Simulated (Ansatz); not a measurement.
A nudged elastic band was laid between two geometries of C2H7B (10 atoms, charge 0, multiplicity 1).

All numbers below come from RKS B3LYP/def2-mTZVP in Ansatz.

* movable images: 7
* climbing image: yes
* spring: 5.0 eV/Å²
* optimiser: quadratic models (default)
* start path: through a guess of the saddle point
* force threshold: 0.05 eV/Å
* iteration limit: 60
* end points: relaxed

Initial state:

```xyz
10
Properties=species:S:1:pos:R:3
B 0.124 -0.041 0.308
H -0.107 -0.188 1.476
C 1.622 0.034 -0.133
H 2.059 -0.969 -0.011
H 1.791 0.336 -1.169
H 2.218 0.673 0.526
C -1.097 0.026 -0.666
H -1.728 -0.865 -0.552
H -1.756 0.857 -0.381
H -0.850 0.139 -1.723
```

Final state:

```xyz
10
Properties=species:S:1:pos:R:3
B -1.724 0.580 0.543
H 1.743 0.290 0.817
C 2.626 -0.044 0.272
H 2.473 -1.063 -0.083
H 2.801 0.615 -0.578
H 3.491 -0.019 0.934
C -2.194 0.017 -0.802
H -2.275 -1.077 -0.758
H -3.178 0.423 -1.072
H -1.485 0.277 -1.599
```

(1) Which bonds break or form, and what moves?

(2) What energy profile does the band end with?

(3) What is the geometry of the highest image?

The band took 22 iterations and of the order of 7 core-minutes.

## Answers

(1) Bonds broken: B1–H2, B1–C3. Bonds formed: H2–C3. C2H7B becomes CH3B + CH4.

(2) It converged. The highest image is number 3 of 0 to 8, 4.24 eV above the first end and 1.02 eV above the last; the last end lies 3.21 eV above the first. Neighbouring images differ by up to 3.8 eV, so the band resolves the path poorly. A vibrational analysis at the climbing image gives one clearly imaginary mode, 1221i cm⁻¹: a first-order saddle point. The orbitals stay closed-shell, which can raise the energy where a bond breaks towards radicals; this wasn't checked here.

| image | path coordinate (Å) | energy (eV) | B1–H2 (Å) | B1–C3 (Å) | H2–C3 (Å) |
| --- | --- | --- | --- | --- | --- |
| 0 | 0.00 | 0.00 | 1.20 | 1.56 | 2.37 |
| 1 | 0.97 | 0.01 | 1.20 | 1.57 | 2.40 |
| 2 | 1.94 | 0.46 | 1.16 | 1.58 | 2.15 |
| 3 | 2.91 | 4.24 | 1.27 | 2.16 | 1.41 |
| 4 | 3.75 | 3.42 | 2.03 | 2.86 | 1.10 |
| 5 | 4.59 | 3.24 | 2.75 | 3.51 | 1.09 |
| 6 | 5.42 | 3.22 | 3.30 | 4.05 | 1.09 |
| 7 | 6.26 | 3.22 | 3.47 | 4.29 | 1.09 |
| 8 | 7.09 | 3.21 | 3.49 | 4.40 | 1.09 |

(3) 
```xyz
10
Properties=species:S:1:pos:R:3
B -0.422 0.462 0.641
H 0.773 0.439 1.059
C 1.579 -0.050 0.013
H 1.372 -1.055 -0.344
H 1.679 0.668 -0.796
H 2.457 -0.037 0.658
C -1.142 0.013 -0.652
H -1.218 -1.085 -0.616
H -2.165 0.389 -0.696
H -0.637 0.256 -1.593
```

Run time: 6.6 min on 1 thread of Arm Neoverse V1, with other jobs on the host, peak memory 0.16 GiB.
